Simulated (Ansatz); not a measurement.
**C2H6S2 (1,2-ethanedithiol): from total energies to a heat of formation**

C2H6S2: 10 atoms, total charge 0, spin state singlet. As SMILES, `SCCS`. The shape is that of a PBE0-D4/def2-TZVP optimisation. This is one conformer, not always the lowest.

Total energies at HF/cc-pVDZ (Ansatz 0.2.0); the atoms run unrestricted:

| species | state | energy (Eh) |
| --- | --- | --- |
| C2H6S2 | singlet | -874.293080 |
| S | triplet | -397.496802 |
| C | triplet | -37.686544 |
| H | doublet | -0.499278 |

Harmonic wavenumbers at PBE0-D4/def2-TZVP, in cm⁻¹: 107, 196, 226, 236, 306, 698, 726, 742, 827, 899, 1046, 1088, 1166, 1243, 1300, 1315, 1460, 1466, 2706, 2706, 3076, 3086, 3123, 3147.

Measured heats of formation of the gaseous atoms at 298.15 K, in kJ/mol: S 277.0, C 716.9, H 218.0. Spin-orbit lowering of the atoms at 298 K (mean of the ground term's levels less their thermal mean, from spectra), in kJ/mol: S 1.88, C 0.02. Take 1 Eh = 2625.50 kJ/mol, 1 cm⁻¹ = 0.0119627 kJ/mol, RT = 2.479 kJ/mol.

Q: What heat of formation follows?

A: 
1. Electronic atomisation energy: 2 × (-397.496802) + 2 × (-37.686544) + 6 × (-0.499278) − (-874.293080) = 0.930720 Eh = 2443.6 kJ/mol.
2. Zero-point energy: half the sum of the wavenumbers, 16445.5 cm⁻¹ = 196.7 kJ/mol.
3. Thermal vibrational enthalpy, Σ hcν̃/(exp(hcν̃/kT) − 1): 8.6 kJ/mol. Translation, rotation and pV of a non-linear molecule: 4 RT = 9.9 kJ/mol.
4. The 10 free atoms carry 5/2 RT each: 62.0 kJ/mol.
5. Spin-orbit coupling lowers the free atoms by 2 × 1.88 + 2 × 0.02 = 3.8 kJ/mol.
6. Atomisation enthalpy at 298 K: 2443.6 − 3.8 − 196.7 − 8.6 − 9.9 + 62.0 = 2286.6 kJ/mol.
7. Sum of the atoms' heats of formation: 3295.8 kJ/mol. Heat of formation: 3295.8 − 2286.6 = +1009.2 kJ/mol.

The tabulated value is -9.7 kJ/mol (CRC Handbook of Chemistry and Physics), so this level is off by +1018.9 kJ/mol, or 30.8 % of the atomisation enthalpy that the table implies (3305.4 kJ/mol). Hartree–Fock leaves out correlation, which is larger in the molecule than in the atoms, so it underbinds and puts the heat of formation too high. Anharmonicity and any spin-orbit splitting of the molecule are left out.
